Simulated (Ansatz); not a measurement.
**What each rung costs and misses: atomization of N2, singlet**

Geometry (MP2(full)/6-31G*, from the G2/97 set):

```xyz
2

N     0.0000    0.0000    0.0000
N     0.0000    0.0000    1.1300
```

Measured, as an electronic atomization energy: 955.9 kJ/mol (G2/97 heats of formation of molecule and atoms, with zero-point and thermal terms from B3LYP taken off; Curtiss et al., J. Chem. Phys. 106, 1063 (1997), Staroverov et al., J. Chem. Phys. 119, 12129 (2003)). The measured value holds scalar relativity and spin–orbit coupling, which all computed ones lack, and core correlation, which the wave-function levels lack. Atoms are taken at the same level; beside RHF, RMP2 and RCC rows they are unrestricted. The atoms' steps beyond CCSDT(Q) are taken from restricted open-shell runs, which share full CI's core. Ansatz 0.2.0; the 6-31G* set has Cartesian d functions; a miss is computed less measured; times are wall times on shared hosts and scatter by a factor of two or so.

```json
{"level": "CISDTQ", "basis": "STO-3G", "miss (kJ/mol)": "-355.4", "time of the run": "0.12 s", "hardware": "1 CPU thread"}
{"level": "PBE", "basis": "6-31G*", "miss (kJ/mol)": "39.9", "time of the run": "0.21 s", "hardware": "1 CPU thread"}
{"level": "BHLYP", "basis": "STO-3G", "miss (kJ/mol)": "-357.2", "time of the run": "0.24 s", "hardware": "1 CPU thread"}
{"level": "CISD", "basis": "6-31G", "miss (kJ/mol)": "-320.4", "time of the run": "0.24 s", "hardware": "1 CPU thread"}
{"level": "PBE0", "basis": "6-31G*", "miss (kJ/mol)": "-45.4", "time of the run": "0.24 s", "hardware": "1 CPU thread"}
{"level": "B2PLYP", "basis": "STO-3G", "miss (kJ/mol)": "-279.2", "time of the run": "0.27 s", "hardware": "1 CPU thread"}
{"level": "PBE", "basis": "cc-pVDZ", "miss (kJ/mol)": "40.2", "time of the run": "0.27 s", "hardware": "1 CPU thread"}
{"level": "B3LYP", "basis": "6-31G*", "miss (kJ/mol)": "-27.7", "time of the run": "0.3 s", "hardware": "1 CPU thread"}
{"level": "PBE", "basis": "6-31G", "miss (kJ/mol)": "-77.9", "time of the run": "0.3 s", "hardware": "1 CPU thread"}
{"level": "B2PLYP", "basis": "6-31G", "miss (kJ/mol)": "-175.5", "time of the run": "0.33 s", "hardware": "1 CPU thread"}
{"level": "PBE0", "basis": "6-31G", "miss (kJ/mol)": "-181.3", "time of the run": "0.33 s", "hardware": "1 CPU thread"}
{"level": "RPA-PBE", "basis": "cc-pVDZ", "miss (kJ/mol)": "-105.0", "time of the run": "0.33 s", "hardware": "1 CPU thread"}
{"level": "revPBE", "basis": "cc-pVTZ", "miss (kJ/mol)": "18.9", "time of the run": "0.34 s", "hardware": "1 CPU thread"}
{"level": "B3LYP", "basis": "6-31G", "miss (kJ/mol)": "-155.3", "time of the run": "0.34 s", "hardware": "1 CPU thread"}
{"level": "BLYP", "basis": "cc-pVTZ", "miss (kJ/mol)": "42.9", "time of the run": "0.34 s", "hardware": "1 CPU thread"}
{"level": "PBE-QIDH", "basis": "6-31G*", "miss (kJ/mol)": "-84.8", "time of the run": "0.37 s", "hardware": "1 CPU thread"}
{"level": "BHLYP", "basis": "cc-pVTZ", "miss (kJ/mol)": "-108.5", "time of the run": "0.38 s", "hardware": "1 CPU thread"}
{"level": "B3LYP", "basis": "cc-pVTZ", "miss (kJ/mol)": "-8.1", "time of the run": "0.4 s", "hardware": "1 CPU thread"}
{"level": "RCCSD(T)", "basis": "cc-pVDZ", "miss (kJ/mol)": "-118.0", "time of the run": "0.43 s", "hardware": "1 CPU thread"}
{"level": "PBE0", "basis": "cc-pVTZ", "miss (kJ/mol)": "-26.4", "time of the run": "0.43 s (with forces)", "hardware": "1 CPU thread"}
{"level": "r2SCAN", "basis": "cc-pVDZ", "miss (kJ/mol)": "-66.6", "time of the run": "0.54 s", "hardware": "1 CPU thread"}
{"level": "RHF", "basis": "cc-pVTZ", "miss (kJ/mol)": "-501.7", "time of the run": "0.58 s", "hardware": "1 CPU thread"}
{"level": "B2PLYP", "basis": "cc-pVTZ", "miss (kJ/mol)": "-7.0", "time of the run": "0.61 s", "hardware": "1 CPU thread"}
{"level": "B3LYP", "basis": "cc-pVQZ", "miss (kJ/mol)": "-4.9", "time of the run": "0.64 s", "hardware": "1 CPU thread"}
{"level": "r2SCAN", "basis": "6-31G", "miss (kJ/mol)": "-191.9", "time of the run": "0.64 s", "hardware": "1 CPU thread"}
{"level": "wB97M-V", "basis": "cc-pVDZ", "miss (kJ/mol)": "-20.1", "time of the run": "0.7 s", "hardware": "1 CPU thread"}
{"level": "NEVPT2 (valence space)", "basis": "6-31G", "miss (kJ/mol)": "-234.9", "time of the run": "0.75 s", "hardware": "1 CPU thread"}
{"level": "wB97M-V", "basis": "STO-3G", "miss (kJ/mol)": "-202.1", "time of the run": "0.76 s", "hardware": "1 CPU thread"}
{"level": "wB97M-V", "basis": "6-31G", "miss (kJ/mol)": "-159.3", "time of the run": "0.88 s", "hardware": "1 CPU thread"}
{"level": "wB97X-V", "basis": "cc-pVTZ", "miss (kJ/mol)": "-3.7", "time of the run": "0.94 s", "hardware": "1 CPU thread"}
{"level": "r2SCAN", "basis": "cc-pVQZ", "miss (kJ/mol)": "-43.5", "time of the run": "0.97 s", "hardware": "1 CPU thread"}
{"level": "RHF", "basis": "cc-pVQZ", "miss (kJ/mol)": "-498.2", "time of the run": "1.1 s", "hardware": "1 CPU thread"}
{"level": "wB97M-V", "basis": "cc-pVTZ", "miss (kJ/mol)": "-5.5", "time of the run": "1.1 s (with forces)", "hardware": "1 CPU thread"}
{"level": "RPA-PBE", "basis": "cc-pVQZ", "miss (kJ/mol)": "-38.0", "time of the run": "1.3 s", "hardware": "1 CPU thread"}
{"level": "RCCSDTQ", "basis": "STO-3G", "miss (kJ/mol)": "-354.7", "time of the run": "1.6 s", "hardware": "1 CPU thread"}
{"level": "MRCISD+Q (valence space)", "basis": "6-31G", "miss (kJ/mol)": "-252.9", "time of the run": "1.7 s", "hardware": "1 CPU thread"}
{"level": "MRCISD+Q (valence space)", "basis": "cc-pVQZ", "miss (kJ/mol)": "-32.7", "time of the run": "4.9 s", "hardware": "H100 + 5 CPU threads"}
{"level": "RCCSDT(Q)", "basis": "cc-pVQZ", "miss (kJ/mol)": "-27.8", "time of the run": "5.5 s", "hardware": "H100 + 5 CPU threads"}
{"level": "NEVPT4(SD) (valence space)", "basis": "cc-pVQZ", "miss (kJ/mol)": "-30.4", "time of the run": "7 s", "hardware": "H100 + 5 CPU threads"}
{"level": "RCCSDT(Q)", "basis": "cc-pVTZ", "miss (kJ/mol)": "-53.2", "time of the run": "21 s", "hardware": "1 CPU thread"}
```

HF's time is that of a plain UHF run.

The smallest set from which on each level stays within 1 kcal/mol of its own cc-pVQZ value (sets in order of size: STO-3G, 6-31G, cc-pVDZ, 6-31G*, cc-pVTZ, cc-pVQZ): RHF cc-pVTZ; PBE cc-pVTZ; r2SCAN cc-pVTZ; B3LYP cc-pVTZ; wB97M-V cc-pVTZ; B2PLYP none (cc-pVTZ is 2.4 kcal/mol off); RMP2 none (cc-pVTZ is 6.4 kcal/mol off); RCCSD(T) none (cc-pVTZ is 6.1 kcal/mol off).
